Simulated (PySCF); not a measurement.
Reaction (SMILES): C#N (CH-N) + H+ → C#[NH+]
B3LYP-D3(BJ)/def2-TZVP geometries, fixed; electronic energies without zero-point terms; positive where energy is released.
Largest species:
```xyz
4

C      0.0000     0.0000    -0.5980
N      0.0000     0.0000     0.5315
H      0.0000     0.0000    -1.6793
H      0.0000     0.0000     1.5473
```
Charge +1, spin multiplicity 1.

Effect of the grid level at B3LYP/def2-TZVP with PySCF, against the last row, where the proton affinity is 175.98 kcal/mol. The proton sits at the site shown, which need not be the one that binds it best.

```
setting         grid points, largest species  largest shift of a total energy (mEh)  shift of the proton affinity (kcal/mol)
--------------  ----------------------------  -------------------------------------  ---------------------------------------
grids.level: 0                          3392                                 -2.886                                    0.822
grids.level: 1                         15248                                 -0.002                                    0.000
grids.level: 2                         32944                                  0.000                                    0.000
grids.level: 3                         47640                                  0.000                                    0.000
grids.level: 4                         87904                                  0.000                                    0.000
grids.level: 5                        132176                                  0.000                                    0.000
grids.level: 7                        271744                                  0.000                                    0.000
```

Within 0.3 kcal/mol in the proton affinity: grids.level: 1; grids.level: 2; grids.level: 3; grids.level: 4; grids.level: 5. The largest shift is 2.886 mEh in a total energy and 0.822 kcal/mol in the difference.
